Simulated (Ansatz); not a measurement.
**SiNH₅ with PH₃: superposition error and deformation, part 1 of 3**

How much of this pair's binding is borrowed basis, and how much do the fragments pay to take the shapes they have in the pair?

The runs use Ansatz 0.2.0, Gaussian basis; PBE0-D4 structures, single points in def2-TZVPPD.

Levels: PBE-D4, revPBE-D4, BLYP-D4, r2SCAN-D4, B97M-V, PBE0-D4, B3LYP-D4, HSE06-D4, wB97X-V, wB97M-V, B2PLYP, Hartree-Fock, MP2, CCSD, CCSD(T).

Correlated methods freeze the cores. B3LYP uses VWN-RPA correlation. B2PLYP carries no dispersion term here.

129 further runs of the same task are left out: 129 set aside as unsound or not needed. Runs told in other sessions of the task aren't counted.

### Step 1. The starting structure

The relaxed pair: 11 atoms, charge 0, spin multiplicity 1.

Atoms are counted from 1 here; the program's logs count them from 0.

Bond lengths: Si1–N2 1.721 Å, Si1–H3 1.486 Å, Si1–H4 1.486 Å, Si1–H5 1.493 Å, N2–H6 1.008 Å, N2–H7 1.008 Å, P8–H9 1.417 Å, P8–H10 1.418 Å, P8–H11 1.421 Å. Angles: N2–Si1–H3 108.0°, N2–Si1–H4 107.7°, N2–Si1–H5 115.9°, H3–Si1–H4 110.4°, H3–Si1–H5 107.4°, H4–Si1–H5 107.5°, Si1–N2–H6 119.5°, Si1–N2–H7 119.4°, H6–N2–H7 110.7°, H9–P8–H10 93.7°, H9–P8–H11 93.7°, H10–P8–H11 93.7°.

Geometry (Å):

```
Si   -0.3072   -0.6206   -1.7540
N     0.5607    0.6223   -0.9394
H    -0.6401   -1.6741   -0.7603
H    -1.5488   -0.0186   -2.3050
H     0.4087   -1.2843   -2.8842
H     0.7025    1.5092   -1.3960
H     1.3603    0.3795   -0.3749
P     0.3826    0.1525    2.3861
H    -0.8010   -0.4809    1.9315
H    -0.1853    1.4505    2.3377
H     0.0674   -0.0356    3.7585
```

Atoms 1 to 7 are fragment A (SiNH₅), the rest fragment B (PH₃). From earlier runs, pair energy (eV) and counterpoise interaction (kcal/mol):

| method | E(pair) | interaction |
| --- | --- | --- |
| PBE-D4 | -18777.61985 | -2.49 |
| revPBE-D4 | -18784.79585 | -2.35 |
| BLYP-D4 | -18787.56918 | -2.27 |
| r2SCAN-D4 | -18785.79669 | -1.97 |
| B97M-V | -18783.58755 | -1.92 |
| PBE0-D4 | -18779.51022 | -2.30 |
| B3LYP-D4 | -18790.02113 | -2.28 |
| HSE06-D4 | -18779.02221 | -2.28 |
| wB97X-V | -18785.04318 | -1.91 |
| wB97M-V | -18785.77455 | -1.90 |
| B2PLYP | -18780.19054 | -0.81 |
| Hartree-Fock | -18744.14525 | 0.45 |
| MP2 | -18758.54686 | -1.74 |
| CCSD(T) | -18760.68271 | -1.62 |

First each fragment is run alone in its own basis, frozen in the shape it has in the pair (a, b).

### Step 2. PBE-D4/def2-TZVPPD

Contents of a/in.yaml:

```yaml
crystal:
  periodic: [false, false, false]
  atoms:
    - {symbol: Si, position_ang: [-0.307218, -0.620629, -1.753958]}
    - {symbol: N, position_ang: [0.560661, 0.622325, -0.939395]}
    - {symbol: H, position_ang: [-0.640075, -1.674086, -0.760284]}
    - {symbol: H, position_ang: [-1.548825, -0.018627, -2.305013]}
    - {symbol: H, position_ang: [0.408677, -1.284295, -2.884193]}
    - {symbol: H, position_ang: [0.702535, 1.509160, -1.395982]}
    - {symbol: H, position_ang: [1.360322, 0.379469, -0.374931]}
basis:
  gaussian: {orbitals: "def2-TZVPPD.json"}
hamiltonian: {xc: pbe, dispersion: d4}
```

Contents of b/in.yaml:

```yaml
crystal:
  periodic: [false, false, false]
  atoms:
    - {symbol: P, position_ang: [0.382622, 0.152550, 2.386055]}
    - {symbol: H, position_ang: [-0.800966, -0.480870, 1.931458]}
    - {symbol: H, position_ang: [-0.185253, 1.450473, 2.337712]}
    - {symbol: H, position_ang: [0.067419, -0.035571, 3.758532]}
basis:
  gaussian: {orbitals: "def2-TZVPPD.json"}
hamiltonian: {xc: pbe, dispersion: d4}
```

The basis file named in the input lies beside it (Basis Set Exchange, JSON).

One command serves all of them, each in its own folder.

On the command line:

```console
$ ansatz run in.yaml --threads 4 --pin off --events-out ev --progress --plain --max-ram 9574MiB
```

Output in a, shortened:

```text
Functional definition: PBE
  name "PBE"
  cite "Perdew, Burke & Ernzerhof, Phys. Rev. Lett. 77, 3865 (1996) doi:10.1103/PhysRevLett.77.3865"
  parent pbe
[...]
779 factors; their error is unknown
[...]
mean field -9444.32297234 eV, -347.0724676415 hartree, gradient 1.2e-5 eV, S^2 0.000000; 0 other end points of the search recorded, 0 dependent functions left out
reference -9444.32301385 eV, -347.0724691670 hartree; 13, 13 occupied and 157, 157 virtual orbitals, 779 factors
Total energy: -9444.40718159 eV, -347.0755622744 hartree
```

Output in b, shortened:

```text
[... 4 set-up lines as earlier in the session ...]
[...]
493 factors; their error is unknown
[...]
mean field -9333.07139456 eV, -342.9840475670 hartree, gradient 1.9e-5 eV, S^2 0.000000; 0 other end points of the search recorded, 0 dependent functions left out
reference -9333.07142531 eV, -342.9840486971 hartree; 9, 9 occupied and 90, 90 virtual orbitals, 493 factors
Total energy: -9333.10082472 eV, -342.9851291054 hartree
```

They took 0.85 s (a), 0.3 s (b) on 4 threads of Arm Neoverse V1, shared host.

### Step 3. r2SCAN-D4/def2-TZVPPD

Each input of step 2 (a, b) changes in the same lines:

```diff
-hamiltonian: {xc: pbe, dispersion: d4}
+hamiltonian: {xc: r2scan, dispersion: d4}
```

The same command starts each run, in its folder.

On the command line:

```console
$ ansatz run in.yaml --threads 4 --pin off --events-out ev --progress --plain --max-ram 9574MiB
```

Output in a, shortened:

```text
Functional definition: r2SCAN
  name "r2SCAN"
  cite "Furness, Kaplan, Ning, Perdew & Sun, J. Phys. Chem. Lett. 11, 8208 (2020) doi:10.1021/acs.jpclett.0c02405"
  cite "Furness, Kaplan, Ning, Perdew & Sun, J. Phys. Chem. Lett. 11, 9248 (2020) doi:10.1021/acs.jpclett.0c03077"
  parent r2scan
[...]
779 factors; their error is unknown
[...]
mean field -9448.88948674 eV, -347.2402839503 hartree, gradient 5.5e-5 eV, S^2 0.000000; 0 other end points of the search recorded, 0 dependent functions left out
reference -9448.88949924 eV, -347.2402844099 hartree; 13, 13 occupied and 157, 157 virtual orbitals, 779 factors
Total energy: -9448.90886285 eV, -347.2409960094 hartree
```

Output in b, shortened:

```text
[... 5 set-up lines as earlier in the session ...]
[...]
493 factors; their error is unknown
[...]
mean field -9336.79259422 eV, -343.1207991324 hartree, gradient 6.8e-6 eV, S^2 0.000000; 0 other end points of the search recorded, 0 dependent functions left out
reference -9336.79260255 eV, -343.1207994382 hartree; 9, 9 occupied and 90, 90 virtual orbitals, 493 factors
Total energy: -9336.79917251 eV, -343.1210408800 hartree
```

They took 1.7 s (a), 0.7 s (b) on 4 threads of Arm Neoverse V1, shared host.

### Step 4. PBE0-D4/def2-TZVPPD

The same edit goes into each in.yaml of step 3 (a, b):

```diff
-hamiltonian: {xc: r2scan, dispersion: d4}
+hamiltonian: {xc: pbe0, dispersion: d4}
+output: {orbitals: {seedname: orbitals}}
```

Each run has its own folder and the same command.

On the command line:

```console
$ ansatz run in.yaml --threads 4 --pin off --events-out ev --progress --plain --max-ram 9574MiB
```

Output in a, shortened:

```text
Functional definition: PBE0
  name "PBE0"
  cite "Adamo & Barone, J. Chem. Phys. 110, 6158 (1999) doi:10.1063/1.478522"
[... 2 set-up lines as earlier in the session ...]
[...]
796 factors; their error is unknown
[...]
mean field -9445.34325441 eV, -347.1099623161 hartree, gradient 2.0e-5 eV, S^2 0.000000; 0 other end points of the search recorded, 0 dependent functions left out
reference -9445.34328433 eV, -347.1099634155 hartree; 13, 13 occupied and 157, 157 virtual orbitals, 796 factors
Total energy: -9445.41265064 eV, -347.1125125804 hartree
```

Output in b, shortened:

```text
[... 5 set-up lines as earlier in the session ...]
[...]
517 factors; their error is unknown
[...]
mean field -9333.97074288 eV, -343.0170980081 hartree, gradient 1.2e-5 eV, S^2 0.000000; 0 other end points of the search recorded, 0 dependent functions left out
reference -9333.97076588 eV, -343.0170988536 hartree; 9, 9 occupied and 90, 90 virtual orbitals, 517 factors
Total energy: -9333.99461586 eV, -343.0179753242 hartree
```

Wall times: 1.1 s (a), 0.35 s (b) on 4 threads of Arm Neoverse V1, shared host.

### Step 5. B3LYP-D4/def2-TZVPPD

Each input of step 4 (a, b) changes in the same lines:

```diff
-hamiltonian: {xc: pbe0, dispersion: d4}
-output: {orbitals: {seedname: orbitals}}
+hamiltonian: {xc: {name: B3LYP}, dispersion: d4}
```

The same command starts each run, in its folder.

On the command line:

```console
$ ansatz run in.yaml --threads 4 --pin off --events-out ev --progress --plain --max-ram 9574MiB
```

Output in a, shortened:

```text
Functional definition: B3LYP
  name "B3LYP"
  cite "Stephens, Devlin, Chabalowski & Frisch, J. Phys. Chem. 98, 11623 (1994) doi:10.1021/j100096a001"
  cite "Becke, Phys. Rev. A 38, 3098 (1988) doi:10.1103/PhysRevA.38.3098"
  cite "Lee, Yang & Parr, Phys. Rev. B 37, 785 (1988) doi:10.1103/PhysRevB.37.785"
  cite "Vosko, Wilk & Nusair, Can. J. Phys. 58, 1200 (1980) doi:10.1139/p80-159"
[...]
789 factors; their error is unknown
[...]
mean field -9451.39109503 eV, -347.3322163595 hartree, gradient 2.7e-5 eV, S^2 0.000000; 0 other end points of the search recorded, 0 dependent functions left out
reference -9451.39133243 eV, -347.3322250835 hartree; 13, 13 occupied and 157, 157 virtual orbitals, 789 factors
Total energy: -9451.52766092 eV, -347.3372350633 hartree
```

b printed, shortened:

```text
[... 6 set-up lines as earlier in the session ...]
[...]
512 factors; their error is unknown
[...]
mean field -9338.34277177 eV, -343.1777671064 hartree, gradient 1.3e-5 eV, S^2 0.000000; 0 other end points of the search recorded, 0 dependent functions left out
reference -9338.34296835 eV, -343.1777743308 hartree; 9, 9 occupied and 90, 90 virtual orbitals, 512 factors
Total energy: -9338.39071391 eV, -343.1795289477 hartree
```

Wall times: 1.2 s (a), 0.4 s (b) on 4 threads of Arm Neoverse V1, shared host.

### Step 6. wB97X-V/def2-TZVPPD

The same edit goes into each in.yaml of step 5 (a, b):

```diff
-hamiltonian: {xc: {name: B3LYP}, dispersion: d4}
+hamiltonian: {xc: {name: wB97X-V}}
```

Each run has its own folder and the same command.

On the command line:

```console
$ ansatz run in.yaml --threads 4 --pin off --events-out ev --progress --plain --max-ram 9574MiB
```

Output in a, shortened:

```text
Functional definition: wB97X-V
  name "wB97X-V"
  cite "Mardirossian & Head-Gordon, Phys. Chem. Chem. Phys. 16, 9904 (2014) doi:10.1039/C3CP54374A"
  cite "Becke, J. Chem. Phys. 107, 8554 (1997) doi:10.1063/1.475007"
  cite "Vydrov & Van Voorhis, J. Chem. Phys. 133, 244103 (2010) doi:10.1063/1.3521275"
[...]
      + integral(e_c_pw_opposite_spin*poly(b97_u_opposite, cos0, cos1)) + vv10(b, c)
789 factors; their error is unknown
239 factors; integrals over basis functions are off by at most 1.7e-5 eV
[...]
mean field -9448.83382051 eV, -347.2382382541 hartree, gradient 2.5e-5 eV, S^2 0.000000; 0 other end points of the search recorded, 0 dependent functions left out
reference -9448.83381848 eV, -347.2382381796 hartree; 13, 13 occupied and 157, 157 virtual orbitals, 789 factors
Total energy: -9448.83381848 eV, -347.2382381796 hartree
```

Output in b, shortened:

```text
[... 5 set-up lines as earlier in the session ...]
[...]
      + integral(e_c_pw_opposite_spin*poly(b97_u_opposite, cos0, cos1)) + vv10(b, c)
502 factors; their error is unknown
148 factors; integrals over basis functions are off by at most 1.9e-5 eV
[...]
mean field -9336.12315973 eV, -343.0961978683 hartree, gradient 8.0e-6 eV, S^2 0.000000; 0 other end points of the search recorded, 0 dependent functions left out
reference -9336.12315831 eV, -343.0961978164 hartree; 9, 9 occupied and 90, 90 virtual orbitals, 502 factors
Total energy: -9336.12315831 eV, -343.0961978164 hartree
```

They took 3 s (a), 1 s (b) on 4 threads of Arm Neoverse V1, shared host.

### Step 7. wB97M-V/def2-TZVPPD

Each input of step 6 (a, b) changes in the same lines:

```diff
-hamiltonian: {xc: {name: wB97X-V}}
+hamiltonian: {xc: {name: wB97M-V}}
```

The same command starts each run, in its folder.

On the command line:

```console
$ ansatz run in.yaml --threads 4 --pin off --events-out ev --progress --plain --max-ram 9574MiB
```

Log of a, shortened:

```text
Functional definition: wB97M-V
  name "wB97M-V"
  cite "Mardirossian & Head-Gordon, J. Chem. Phys. 144, 214110 (2016) doi:10.1063/1.4952647"
[... 2 set-up lines as earlier in the session ...]
  # Of w^i u^j: cxij and so on, Table III.
[...]
  gx(w, u) = 1 - cx + cx01*u + cx10*w
[...]
      + integral(e_c_pw_mod_opposite_spin*gos(b97_w_opposite, b97_u_opposite)) + vv10(b, c)
784 factors; their error is unknown
239 factors; integrals over basis functions are off by at most 1.7e-5 eV
[...]
mean field -9449.02632651 eV, -347.2453127193 hartree, gradient 7.0e-5 eV, S^2 0.000000; 0 other end points of the search recorded, 0 dependent functions left out
reference -9449.02637768 eV, -347.2453145998 hartree; 13, 13 occupied and 157, 157 virtual orbitals, 784 factors
Total energy: -9449.02637768 eV, -347.2453145998 hartree
```

Log of b, shortened:

```text
[... 5 set-up lines as earlier in the session ...]
  # Of w^i u^j: cxij and so on, Table III.
[...]
  gx(w, u) = 1 - cx + cx01*u + cx10*w
[...]
      + integral(e_c_pw_mod_opposite_spin*gos(b97_w_opposite, b97_u_opposite)) + vv10(b, c)
502 factors; their error is unknown
148 factors; integrals over basis functions are off by at most 1.9e-5 eV
[...]
mean field -9336.66127633 eV, -343.1159732888 hartree, gradient 1.3e-5 eV, S^2 0.000000; 0 other end points of the search recorded, 0 dependent functions left out
reference -9336.66131077 eV, -343.1159745545 hartree; 9, 9 occupied and 90, 90 virtual orbitals, 502 factors
Total energy: -9336.66131077 eV, -343.1159745545 hartree
```

They took 3.6 s (a), 1.1 s (b) on 4 threads of Arm Neoverse V1, shared host.

### Step 8. B2PLYP/def2-TZVPPD

The same edit goes into each in.yaml of step 7 (a, b):

```diff
-hamiltonian: {xc: {name: wB97M-V}}
+hamiltonian: {xc: {name: B2PLYP}}
```

The same command starts each run, in its folder.

On the command line:

```console
$ ansatz run in.yaml --threads 4 --pin off --events-out ev --progress --plain --max-ram 9574MiB
```

Output in a, shortened:

```text
Functional definition: B2PLYP
  name "B2PLYP"
  cite "Grimme, J. Chem. Phys. 124, 034108 (2006) doi:10.1063/1.2148954"
[... 2 set-up lines as earlier in the session ...]
[...]
949 factors; integrals over basis functions are off by at most 1.0e-3 eV
[...]
mean field -9442.87775567 eV, -347.0193569083 hartree, gradient 4.6e-6 eV, S^2 0.000000; 0 other end points of the search recorded, 0 dependent functions left out
6 core orbitals not correlated: weight in the atoms' cores, before any rotation towards them, 1.000 or more for the frozen orbitals, at most 0.000 for the correlated occupied ones
reference -9442.87790392 eV, -347.0193623565 hartree; 7, 7 occupied and 157, 157 virtual orbitals, 949 factors
second order -11.65047530 eV of doubles, -0.00000000 eV of singles
Total energy: -9446.02353225 eV, -347.1349620655 hartree
```

b printed, shortened:

```text
[... 5 set-up lines as earlier in the session ...]
[...]
541 factors; integrals over basis functions are off by at most 1.0e-3 eV
[...]
mean field -9332.57237183 eV, -342.9657088200 hartree, gradient 1.5e-6 eV, S^2 0.000000; 0 other end points of the search recorded, 0 dependent functions left out
5 core orbitals not correlated: weight in the atoms' cores, before any rotation towards them, 1.000 or more for the frozen orbitals, at most 0.000 for the correlated occupied ones
reference -9332.57249618 eV, -342.9657133899 hartree; 4, 4 occupied and 90, 90 virtual orbitals, 541 factors
second order -5.74580366 eV of doubles, -0.00000000 eV of singles
Total energy: -9334.12386317 eV, -343.0227250752 hartree
```

Times: 1.8 s (a), 0.55 s (b) on 4 threads of Arm Neoverse V1, shared host.

### Step 9. BLYP-D4/def2-TZVPPD

Each input of step 8 (a, b) changes in the same lines:

```diff
-hamiltonian: {xc: {name: B2PLYP}}
+hamiltonian: {xc: {name: BLYP}, dispersion: d4}
```

The same command starts each run, in its folder.

On the command line:

```console
$ ansatz run in.yaml --threads 4 --pin off --events-out ev --progress --plain --max-ram 9574MiB
```

Output in a, shortened:

```text
Functional definition: BLYP
  name "BLYP"
[... 2 set-up lines as earlier in the session ...]
[...]
779 factors; their error is unknown
[...]
mean field -9449.77672333 eV, -347.2728892937 hartree, gradient 8.1e-5 eV, S^2 0.000000; 0 other end points of the search recorded, 0 dependent functions left out
reference -9449.77705147 eV, -347.2729013524 hartree; 13, 13 occupied and 157, 157 virtual orbitals, 779 factors
Total energy: -9449.96936232 eV, -347.2799686460 hartree
```

b printed, shortened:

```text
[... 4 set-up lines as earlier in the session ...]
[...]
493 factors; their error is unknown
[...]
mean field -9337.42702956 eV, -343.1441142010 hartree, gradient 1.8e-5 eV, S^2 0.000000; 0 other end points of the search recorded, 0 dependent functions left out
reference -9337.42728887 eV, -343.1441237306 hartree; 9, 9 occupied and 90, 90 virtual orbitals, 493 factors
Total energy: -9337.49679542 eV, -343.1466780489 hartree
```

Times: 0.95 s (a), 0.35 s (b) on 4 threads of Arm Neoverse V1, shared host.

### Step 10. revPBE-D4/def2-TZVPPD

Each input of step 9 (a, b) changes in the same lines:

```diff
-hamiltonian: {xc: {name: BLYP}, dispersion: d4}
+hamiltonian: {xc: {name: revPBE}, dispersion: d4}
```

One command serves all of them, each in its own folder.

On the command line:

```console
$ ansatz run in.yaml --threads 4 --pin off --events-out ev --progress --plain --max-ram 9574MiB
```

a printed, shortened:

```text
Functional definition: revPBE
  name "revPBE"
  cite "Zhang & Yang, Phys. Rev. Lett. 80, 890 (1998) doi:10.1103/PhysRevLett.80.890"
[... 1 set-up line as earlier in the session ...]
[...]
779 factors; their error is unknown
[...]
mean field -9448.38026173 eV, -347.2215702766 hartree, gradient 6.0e-5 eV, S^2 0.000000; 0 other end points of the search recorded, 0 dependent functions left out
reference -9448.38031458 eV, -347.2215722186 hartree; 13, 13 occupied and 157, 157 virtual orbitals, 779 factors
Total energy: -9448.66941178 eV, -347.2321963448 hartree
```

b printed, shortened:

```text
[... 4 set-up lines as earlier in the session ...]
[...]
493 factors; their error is unknown
[...]
mean field -9335.90404455 eV, -343.0881455341 hartree, gradient 2.1e-5 eV, S^2 0.000000; 0 other end points of the search recorded, 0 dependent functions left out
reference -9335.90408272 eV, -343.0881469370 hartree; 9, 9 occupied and 90, 90 virtual orbitals, 493 factors
Total energy: -9336.02009377 eV, -343.0924102642 hartree
```

Wall times: 0.9 s (a), 0.3 s (b) on 4 threads of Arm Neoverse V1, shared host.

### Step 11. B97M-V/def2-TZVPPD

The same edit goes into each in.yaml of step 10 (a, b):

```diff
-hamiltonian: {xc: {name: revPBE}, dispersion: d4}
+hamiltonian: {xc: {name: B97M-V}}
```

Each run has its own folder and the same command.

On the command line:

```console
$ ansatz run in.yaml --threads 4 --pin off --events-out ev --progress --plain --max-ram 9574MiB
```

Output in a, shortened:

```text
Functional definition: B97M-V
  name "B97M-V"
  cite "Mardirossian & Head-Gordon, J. Chem. Phys. 142, 074111 (2015) doi:10.1063/1.4907719"
[... 2 set-up lines as earlier in the session ...]
  # Of w^i u^j: cxij and so on, Table III.
[...]
  gx(w, u) = cx00 + cx01*u + cx02*u^2 + (cx10 + cx11*u)*w
[...]
  gos(w, u) = cos00 + cos01*u + cos03*u^3 + cos10*w + cos32*w^3*u^2
[...]
      + integral(e_c_pw_mod_opposite_spin*gos(b97_w_opposite, b97_u_opposite)) + vv10(b, c)
779 factors; their error is unknown
[...]
mean field -9448.26745109 eV, -347.2174245618 hartree, gradient 2.2e-5 eV, S^2 0.000000; 0 other end points of the search recorded, 0 dependent functions left out
reference -9448.26751176 eV, -347.2174267913 hartree; 13, 13 occupied and 157, 157 virtual orbitals, 779 factors
Total energy: -9448.26751176 eV, -347.2174267913 hartree
```

Output in b, shortened:

```text
[... 5 set-up lines as earlier in the session ...]
  # Of w^i u^j: cxij and so on, Table III.
[...]
  gx(w, u) = cx00 + cx01*u + cx02*u^2 + (cx10 + cx11*u)*w
[...]
  gos(w, u) = cos00 + cos01*u + cos03*u^3 + cos10*w + cos32*w^3*u^2
[...]
      + integral(e_c_pw_mod_opposite_spin*gos(b97_w_opposite, b97_u_opposite)) + vv10(b, c)
493 factors; their error is unknown
[...]
mean field -9335.23352036 eV, -343.0635042248 hartree, gradient 4.4e-5 eV, S^2 0.000000; 0 other end points of the search recorded, 0 dependent functions left out
reference -9335.23356289 eV, -343.0635057876 hartree; 9, 9 occupied and 90, 90 virtual orbitals, 493 factors
Total energy: -9335.23356289 eV, -343.0635057876 hartree
```

They took 3.2 s (a), 1.2 s (b) on 4 threads of Arm Neoverse V1, shared host.

### Step 12. HSE06-D4/def2-TZVPPD

The same edit goes into each in.yaml of step 11 (a, b):

```diff
-hamiltonian: {xc: {name: B97M-V}}
+hamiltonian: {xc: hse06, dispersion: d4}
```

One command serves all of them, each in its own folder.

On the command line:

```console
$ ansatz run in.yaml --threads 4 --pin off --events-out ev --progress --plain --max-ram 9574MiB
```

Output in a, shortened:

```text
Functional definition: HSE06
  name "HSE06"
  cite "Heyd, Scuseria & Ernzerhof, J. Chem. Phys. 118, 8207 (2003) doi:10.1063/1.1564060"
  cite "Krukau, Vydrov, Izmaylov & Scuseria, J. Chem. Phys. 125, 224106 (2006) doi:10.1063/1.2404663"
  cite "Heyd & Scuseria, J. Chem. Phys. 120, 7274 (2004) doi:10.1063/1.1668634"
  cite "Ernzerhof & Perdew, J. Chem. Phys. 109, 3313 (1998) doi:10.1063/1.476928"
[...]
796 factors; their error is unknown
89 factors; integrals over basis functions are off by at most 2.7e-6 eV
[...]
mean field -9445.06885444 eV, -347.0998783031 hartree, gradient 2.2e-5 eV, S^2 0.000000; 0 other end points of the search recorded, 0 dependent functions left out
reference -9445.06889419 eV, -347.0998797637 hartree; 13, 13 occupied and 157, 157 virtual orbitals, 796 factors
Total energy: -9445.13282036 eV, -347.1022290071 hartree
```

Output in b, shortened:

```text
[... 6 set-up lines as earlier in the session ...]
[...]
517 factors; their error is unknown
56 factors; integrals over basis functions are off by at most 3.7e-6 eV
[...]
mean field -9333.76539541 eV, -343.0095516280 hartree, gradient 6.5e-6 eV, S^2 0.000000; 0 other end points of the search recorded, 0 dependent functions left out
reference -9333.76542602 eV, -343.0095527529 hartree; 9, 9 occupied and 90, 90 virtual orbitals, 517 factors
Total energy: -9333.78722190 eV, -343.0103537367 hartree
```

They took 1.1 s (a), 0.4 s (b) on 4 threads of Arm Neoverse V1, shared host.

(Continued in part 2 of 3.)
